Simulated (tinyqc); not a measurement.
Worked calculation: CCSD on RHF in the sto-3g basis, frozen core, for HF, spin multiplicity 1. One step of it, computed by the program tinyqc.

Problem. Orthogonalisation. S = U s U^T; symmetric (Loewdin) form X = U s^(-1/2) U^T, so that X^T S X = 1.

overlap S, order 1F 1s, 1F 2s, 1F 2px, 1F 2py, 1F 2pz, 2H 1s:
$$\begin{pmatrix}
1.000000 & 0.237990 & 0.000000 & 0.000000 & 0.000000 & 0.028131 \\
0.237990 & 1.000000 & 0.000000 & 0.000000 & 0.000000 & 0.307301 \\
0.000000 & 0.000000 & 1.000000 & 0.000000 & 0.000000 & 0.000000 \\
0.000000 & 0.000000 & 0.000000 & 1.000000 & 0.000000 & 0.000000 \\
0.000000 & 0.000000 & 0.000000 & 0.000000 & 1.000000 & 0.263203 \\
0.028131 & 0.307301 & 0.000000 & 0.000000 & 0.263203 & 1.000000
\end{pmatrix}$$

Give: eigenvalues of S; X.

Solution.

eigenvalues of S: [0.5627, 0.8485, 1.0000, 1.0000, 1.1288, 1.4599]

X, order 1F 1s, 1F 2s, 1F 2px, 1F 2py, 1F 2pz, 2H 1s:
$$\begin{pmatrix}
1.0228 & -0.1282 & 0.0000 & 0.0000 & -0.0040 & 0.0163 \\
-0.1282 & 1.0646 & 0.0000 & 0.0000 & 0.0354 & -0.1755 \\
0.0000 & 0.0000 & 1.0000 & 0.0000 & 0.0000 & 0.0000 \\
0.0000 & 0.0000 & 0.0000 & 1.0000 & 0.0000 & 0.0000 \\
-0.0040 & 0.0354 & 0.0000 & 0.0000 & 1.0296 & -0.1473 \\
0.0163 & -0.1755 & 0.0000 & 0.0000 & -0.1473 & 1.0706
\end{pmatrix}$$
